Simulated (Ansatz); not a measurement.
System: zinc-blende MgTe (metastable phase). Method: B3LYP (VWN-RPA form) (Ansatz, a first-principles code, PAW).

The input as run:

Ansatz 0.2 input:
```yaml
crystal:
  lattice:
    - [0.0, 3.2623848568, 3.2623848568]
    - [3.2623848568, 0.0, 3.2623848568]
    - [3.2623848568, 3.2623848568, 0.0]
  atoms:
    - { symbol: Mg, position: [0.0, 0.0, 0.0] }
    - { symbol: Te, position: [0.25, 0.25, 0.25] }
basis:
  ecutwfc: 460
  ecutrho_ratio: 4
  xc_grid: 2
kpoints:
  mp_grid: { grid: [8, 8, 8] }
hamiltonian:
  xc: b3lyp
  dispersion: none
  pseudopotentials: { kind: paw }
scf:
  occupations: { method: fermi_dirac, width: 0.01 }
  convergence: { dr2_threshold: 0.0000000002 }
output:
  forces: true
  stress: true
  eigenvalues: true
```

From the output:

```
WARN output.stress: scf.exx.energy_threshold = 1e-6 eV is looser than the 2e-8 eV advised for a stress under a hybrid functional (1e-8 eV for each atom of the …
Crystal: 2 atoms, lattice volume = 69.444 Å³
Basis set: ecut = 460 eV, 1471 PW (Γ), exchange–correlation on 72×72×72 points (8 copies of the dense FFT grid, shifted against one another)
Bands: 17, of which v1, the nominal top of the filled ones, is band 13 counted from 1 (12 counted from 0)
Symmetry: 24 space group operations
Space group: F-43m (ITA 216), of the structure as read, at distance tolerance 4.1e-5 Å
k-points: 29 of 512 (time reversal used)
Functional: x = 0.1 slater + 0.9 b88, c = 0.19 vwn_rpa + 0.81 lyp, warm-up for x = 0.08 slater + 0.72 b88 + 0.2 exact, c = 0.19 vwn_rpa + 0.81 lyp
SCF iter   1: F=—  HF=-8920.432574 eV  |F-HF|=—  |Δ(HF+E_count)|=         —  Δρ=2.94e-3  dr2=6.63e-3
SCF iter   2: F=-8920.430626 eV  HF=-8920.430808 eV  |F-HF|=1.82e-4  |Δ(HF+E_count)|=   1.77e-3  Δρ=1.08e-3  dr2=4.66e-4
Crystal: 2 atoms, lattice volume = 69.444 Å³
Initial density: handed on by an earlier stage of this run
Functional: x = 0.08 slater + 0.72 b88 + 0.2 exact, c = 0.19 vwn_rpa + 0.81 lyp
  ...
Crystal: 2 atoms, lattice volume = 69.444 Å³
SCF iter   5: F=—  HF=-8924.528006 eV  |F-HF|=—  |Δ(HF+E_count)|=  6.73e-10  Δρ=3.84e-7  dr2=2.73e-10
SCF iter   6: F=-8924.528006 eV  HF=-8924.528006 eV  |F-HF|=1.82e-11  |Δ(HF+E_count)|=  7.29e-10  Δρ=2.05e-7  dr2=3.64e-11
SCF 3 converged in 6 iterations: F = -8924.528006 eV  dr2 = 3.64e-11
Free energy (F): -8924.528006 eV
Internal energy: -8924.528006 eV  (E = F + TS)
E sigma→0 (E₀):  -8924.528006 eV
Fermi energy:    5.290730 eV
--- Stress (GPa, compression-positive) ---
       -0.002002       0.000000      -0.000000
        0.000000      -0.002002       0.000000
       -0.000000       0.000000      -0.002002
  P = ⅓ Tr σ = -0.0020 GPa (-0.020 kbar)
```

The PAW data were made under PBE.

It cost roughly 2.2 core-minutes of CPU time.
